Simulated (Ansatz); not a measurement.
Cost and result up the ladder for B(NH2Me)H3 (CH8BN) (11 atoms). Total charge 0; singlet. Geometry: PBE-D4/def2-TZVP.

```xyz
11

B     0.945   -0.930    0.300
N    -0.226   -0.161   -0.545
C    -0.765    1.048    0.122
H    -0.987   -0.825   -0.722
H     0.151    0.092   -1.464
H    -1.547    1.534   -0.480
H    -1.169    0.747    1.095
H     0.066    1.741    0.292
H     0.426   -1.249    1.356
H     1.840   -0.111    0.431
H     1.266   -1.886   -0.386
```

Ansatz on 4 threads of Arm Neoverse V1 on a shared host. Times are rough, and most runs start from the orbitals of an earlier one. ωB97M-V/def2-TZVP serves as the yardstick here, not as an exact answer. Differences are given only for rows in sets of like size (and for xTB, whose basis is part of the method), since another set adds its own error. Binding counts from free atoms at the same level (B doublet, N quartet, C triplet, H doublet; other spins of the atoms weren't run), without zero-point energy or a counterpoise term.

LC-ωPBE has ω = 0.4 bohr⁻¹. B3LYP takes the VWN-RPA correlation. HSE06 is defined as in plane-wave codes, on full-range PBE exchange.

```
                         level  functions  binding energy per atom (eV)  difference from ωB97M-V/def2-TZVP (eV)
PBE-D4/def2-TZVP (with forces)        141                          3.59                                    0.03
                      HF/6-31G         43                          2.52                                       –
                B3LYP-D4/6-31G         43                          3.51                                       –
             PBE0-D4/def2-TZVP        141                          3.55                                   -0.01
                     HF/STO-3G         23                          3.40                                       –
           r2SCAN-D4/def2-TZVP        141                          3.54                                   -0.02
             PBE-D4/def2-TZVPD        183                          3.59                                    0.03
            HSE06-D4/def2-TZVP        141                          3.55                                   -0.01
               PBE-D4/def2-SVP         82                          3.61                                       –
          r2SCAN-D4/def2-TZVPD        183                          3.54                                   -0.01
            BHLYP-D4/def2-TZVP        141                          3.49                                   -0.07
             ωB97M-V/def2-TZVP        141                          3.56                                    0.00
          r2SCAN0-D4/def2-TZVP        141                          3.51                                   -0.05
             LC-ωPBE/def2-TZVP        141                          3.53                                   -0.03
```

Task: Estimate how long each takes.

Result: HF/STO-3G 0.1 s; HF/6-31G 0.15 s; B3LYP-D4/6-31G 0.4 s; PBE-D4/def2-SVP 0.55 s; PBE-D4/def2-TZVP (with forces) 1 s; PBE0-D4/def2-TZVP 1 s; BHLYP-D4/def2-TZVP 1 s; LC-ωPBE/def2-TZVP 1 s; HSE06-D4/def2-TZVP 1.1 s; PBE-D4/def2-TZVPD 1.3 s; r2SCAN-D4/def2-TZVP 1.6 s; r2SCAN0-D4/def2-TZVP 1.7 s; r2SCAN-D4/def2-TZVPD 2.2 s; ωB97M-V/def2-TZVP 3.2 s. On shared hardware such times vary by a factor of up to 3.
